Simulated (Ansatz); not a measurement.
Process, species as SMILES: OCl (OH-Cl) → Cl atom + H atom + O atom
B3LYP-D3(BJ)/def2-TZVP geometries, fixed; electronic energies without zero-point terms.

How fast the atomisation energy converges with the basis for several methods (Ansatz, an electronic-structure program): deviation from each method's own reference, in kcal/mol. References: CCSD(T) 165.97 kcal/mol, Hartree-Fock in aug-cc-pV(Q+d)Z plus the correlation part extrapolated as X^-3 from aug-cc-pV(T+d)Z and aug-cc-pV(Q+d)Z; HF 78.83 kcal/mol, the value in aug-pcseg-3; MP2 173.36 kcal/mol, Hartree-Fock in aug-cc-pV(Q+d)Z plus the correlation part extrapolated as X^-3 from aug-cc-pV(T+d)Z and aug-cc-pV(Q+d)Z; PBE 175.78 kcal/mol, the value in pcseg-4; PBE0 163.23 kcal/mol, the value in pcseg-4; wB97M-V 167.17 kcal/mol, the value in pcseg-4. Cartesian d functions, on some or all atoms, in 6-31G**, 6-311G**; all else is spherical. In correlated methods cores are frozen. Open shells are unrestricted. No added dispersion term, no relativity. Functionals ending in -V hold VV10 correlation. 

```
basis              functions  CCSD(T)  HF     MP2    PBE   PBE0  wB97M-V
-----------------  ---------  -------  --  ------  -----  -----  -------
STO-3G                    15   -49.85   ?  -69.24  -4.08  -5.78     0.66
6-31G**                   39   -22.06   ?  -24.56  -5.49  -5.79    -4.42
6-311G**                  51   -23.86   ?  -27.32  -9.36  -9.38    -9.40
pcseg-2                   78    -7.41   ?   -8.38  -1.43  -1.28    -1.46
def2-TZVPD                95    -9.86   ?  -10.57  -1.25  -1.33    -1.52
jun-cc-pV(T+d)Z          101    -7.22   ?   -7.89  -0.65  -0.68    -0.83
6-311++G(3df,3pd)        104    -6.16   ?   -6.86  -0.03  -0.05     0.01
aug-cc-pV(T+d)Z          124    -5.72   ?   -6.29  -0.60  -0.58    -0.76
```

Problem. Fill in the missing entries.

Solution. 
- STO-3G, HF: -6.08
- 6-31G**, HF: -5.33
- 6-311G**, HF: -8.33
- pcseg-2, HF: -1.03
- def2-TZVPD, HF: -1.62
- jun-cc-pV(T+d)Z, HF: -0.86
- 6-311++G(3df,3pd), HF: -0.24
- aug-cc-pV(T+d)Z, HF: -0.83

Mean absolute deviation over 6-311G**, pcseg-2, def2-TZVPD, jun-cc-pV(T+d)Z, 6-311++G(3df,3pd), aug-cc-pV(T+d)Z: HF 2.15, PBE 2.22, PBE0 2.22, wB97M-V 2.33, CCSD(T) 10.04, MP2 11.22 kcal/mol.
